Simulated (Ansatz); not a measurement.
# Structure relaxation of Ru2F3

The calculation used DFT PBE, scalar-relativistic, plane waves, PAW in Ansatz 0.2.0. Cutoff 420 eV, Γ-centred k mesh, Gaussian smearing, collinear spin, first started from parallel moments.

Ru2F3 was placed on the A-type sesquioxide structure type (P-3m1, No. 164), with Ru in place of La, F in place of O, at a guessed volume.

```xyz
5
Lattice="3.4739 0.0000 0.0000 -1.7369 3.0084 0.0000 0.0000 0.0000 5.4048" Properties=species:S:1:pos:R:3 pbc="T T T"
Ru    0.0000    2.0056    1.3242
Ru    1.7369    1.0028    4.0806
F     0.0000    0.0000    0.0000
F     0.0000    2.0056    3.4861
F     1.7369    1.0028    1.9187
```

Cell and atoms relax at zero pressure; the relaxation can't lower the symmetry of the start. After a coarse first stage the cell is made exact in the group found at 0.06 Å.

The zero of energy is the elements' standard structures at the same level (F₂ as a molecule); no fitted shifts are applied.

(1) Describe the relaxed structure.

(2) What are its volume, energy, gap and moment?

Results:

(1) It keeps P-3m1 (No. 164), but not the shape of the type it started on. Conventional cell: a = 4.160 Å, c = 4.638 Å. Around Ru lie 2 F at 2.27–2.37 Å, 6 F at 2.51–2.57 Å and 3 Ru at 2.80 Å; F on Wyckoff site a (1 atom of the primitive cell) has 6 Ru at 2.51 Å and 6 F at 2.91 Å; F on Wyckoff site d (2 atoms of the primitive cell) has 2 Ru at 2.27–2.37 Å, 3 Ru at 2.57 Å and 6 F at 2.76–2.91 Å.

```
Ru F
1.0
     4.15968    0.00000    0.00000
    -2.07984    3.60239    0.00000
     0.00000    0.00000    4.63807
Ru F
2 3
Cartesian
  0.0000 2.4016 0.7219
  2.0798 1.2008 3.9162
  0.0000 0.0000 0.0000
  0.0000 2.4016 2.9948
  2.0798 1.2008 1.6432
```

(2) The volume per atom is 13.90 Å³ and the density is 6.19 g/cm³. The energy over the elements is -0.35 eV/atom. The gap on the 12×12×8 mesh is 0 eV (a metal), the net moment per atom is 1.41 μB and the largest site moment is 2.62 μB.

The final run used a 12×12×8 mesh on its 5-atom cell and 0.10 eV smearing. For metals, differences of a few meV/atom aren't resolved. A structure relaxed within its symmetry needn't be a true minimum.

Cost: 3 runs of about 19 core-minutes in all, on Arm Neoverse V1 (shared hosts).